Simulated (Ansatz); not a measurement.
Process, species as SMILES: [CH2]C#N → 2 C atom + 2 H atom + N atom
B3LYP-D3(BJ)/def2-TZVP geometries, fixed; electronic energies without zero-point terms.
Largest species:
```xyz
5

C     -0.0090    -0.1659    -1.1772
C      0.0014     0.0261     0.1854
N      0.0103     0.1888     1.3399
H      0.9204    -0.2159    -1.7250
H     -0.9467    -0.2673    -1.7035
```
Charge 0, spin multiplicity 2.

Energies in hartree at PBE with Ansatz (a first-principles code); the atomisation energy is their sum with the coefficients shown, times 627.509 kcal/mol a hartree. All functions are spherical. The program fits the integrals of some runs and decomposes those of others, by size. Open shells are unrestricted. No added dispersion term, no relativity.

| species | coefficient | part | cc-pVDZ | cc-pVTZ | cc-pVQZ |
|---|---|---|---|---|---|
| [CH2]C#N | -1 | PBE | -131.93489 | -131.97505 | -131.98547 |
| C atom | +2 | PBE | -37.78854 | -37.79492 | -37.79717 |
| H atom | +2 | PBE | -0.49863 | -0.49962 | -0.49985 |
| N atom | +1 | PBE | -54.51718 | -54.52967 | -54.53354 |

Task: Predict the atomisation energy in cc-pV5Z (X = 5): let each PBE step shrink by the ratio of the last two. Compare with the run.

Result: 
- [CH2]C#N: steps -0.04016 and -0.01042, ratio 0.259, so PBE -131.98817 (run: -131.98907).
- C atom: steps -0.00638 and -0.00225, ratio 0.353, so PBE -37.79796 (run: -37.79840).
- H atom: steps -0.00099 and -0.00023, ratio 0.232, so PBE -0.49990 (run: -0.49997).
- N atom: steps -0.01249 and -0.00387, ratio 0.310, so PBE -54.53474 (run: -54.53529).
Predicted 538.22 kcal/mol; the run in cc-pV5Z gives 537.80, a miss of 0.42. Keeping the value in cc-pVQZ, 538.33, would miss by 0.53. All sums are of the energies as printed.
